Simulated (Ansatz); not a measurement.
**H3Si–SiH, quintet: the ladder up to UCCSDT(Q)**

Geometry: that of the H3Si–SiH, triplet, kept fixed. The triplet lies 6.8 eV lower here.

```yaml
atoms:
  - { symbol: Si, position_ang: [0.0000, -0.0423, 1.1069] }
  - { symbol: Si, position_ang: [0.0000, 0.0877, -1.2063] }
  - { symbol: H, position_ang: [1.2091, -0.7474, 1.6139] }
  - { symbol: H, position_ang: [0.0000, 1.3526, 1.6175] }
  - { symbol: H, position_ang: [-1.2091, -0.7474, 1.6139] }
  - { symbol: H, position_ang: [0.0000, -1.1242, -2.0764] }
```

Basis cc-pVDZ; Ansatz 0.2.0. Only valence electrons are correlated (noble-gas cores frozen), which leaves 12 electrons in 46 orbitals. Prefix R: restricted or restricted open-shell reference; prefix U: unrestricted.

Full CI isn't at hand for all of this; UCCSDT(Q) serves as the reference, and is uncertain by about the last step of the cluster series. The frozen core follows each run's orbitals, which can shift R against U totals by a few meV.

For open shells CISD is restricted-active-space CI with the open shells as a complete middle space.

```
UHF ⟨S²⟩                          : 6.014
T1 diagnostic (RCCSD)             : 0.0320
largest doubles amplitude (RCCSD) : 0.052
T1 diagnostic (UCCSD)             : 0.0317
```

```csv
level,E − E(UCCSDT(Q)) (kJ/mol),share of correlation (%),wall time
RHF,575.7,0.00,–
UHF,561.9,2.40,–
RMP2,137.5,76.12,–
UMP2,140.3,75.63,–
CISD,64.3,88.82,27 s
RCCSD,21.2,96.32,–
UCCSD,20.9,96.37,–
RCCSD(T),5.1,99.11,4.6 s
UCCSD(T),5.2,99.10,4.6 s
BCCD(T),5.2,99.10,5.5 s
RCCSDT,0.9,99.85,–
UCCSDT,0.8,99.86,–
RCCSDT(Q),0.1,99.98,70 s
```

The correlation energy at UCCSDT(Q), counted from RHF, is -5.967 eV. That run took 64 s on 1 thread of Arm Neoverse V1, shared host.

Times hold each run's SCF and search for its determinant on a shared host, so for small cases they say little of a method's own cost; they ran on 1 thread of Arm Neoverse V1.
